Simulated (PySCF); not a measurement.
## Bonding in `C=CC(=C)F`

Species: C4H5F.
Numbering: `[CH2:1]=[CH:2][C:3](=[CH2:4])[F:5]` (hydrogens: H6, H7 on C1; H8 on C2; H9, H10 on C4)

Geometry (PBE0-D3(BJ)/def2-SVP, Å), atoms numbered from 1 in this order:
```
atom  x, y, z in Å
C1    -1.7980   -0.1873    0.3458
C2    -0.6531   -0.1367   -0.3448
C3     0.6448    0.1220    0.2601
C4     1.8138    0.1848   -0.3849
F5     0.6075    0.3063    1.5840
H6    -1.8095   -0.0314    1.4270
H7    -2.7494   -0.3848   -0.1520
H8    -0.6439   -0.2927   -1.4274
H9     1.8486    0.0342   -1.4637
H10    2.7393    0.3855    0.1559
```

Bond orders from the PBE0/pcSseg-1 density (PySCF). Geometry: PBE0-D3(BJ)/def2-SVP, one conformer, isolated molecule.

(1) How far do the computed orders between heavy atoms stray from the drawn ones?

(2) Give the Mayer order of every bond, beside its length.

Results:

(1) The largest departure is 0.159, at C3–C4 (drawn double, 1.841).

(2) 
| bond | drawn as | length (Å) | Mayer order |
| --- | --- | --- | --- |
| C1–C2 | double | 1.338 | 1.899 |
| C2–C3 | single | 1.455 | 1.048 |
| C3–C4 | double | 1.337 | 1.841 |
| C3–F5 | single | 1.337 | 0.966 |
| C1–H6 | single | 1.092 | 0.948 |
| C1–H7 | single | 1.092 | 0.951 |
| C2–H8 | single | 1.094 | 0.954 |
| C4–H9 | single | 1.090 | 0.950 |
| C4–H10 | single | 1.091 | 0.930 |

By pair of heavy elements: C–C: lowest C2–C3 (1.048, 1.455 Å), highest C1–C2 (1.899, 1.338 Å).

Problem. Sum the orders of all bonds at each heavy atom with more than one neighbour and set the sums beside the valence in the SMILES.

Solution. C1 3.798 (drawn 4), C2 3.901 (drawn 4), C3 3.855 (drawn 4), C4 3.721 (drawn 4). Orders between atoms that aren't bonded are not in these sums.

The Mayer order sums products of elements of PS (density times overlap matrix) between the two atoms' basis functions, so it depends on the basis set.
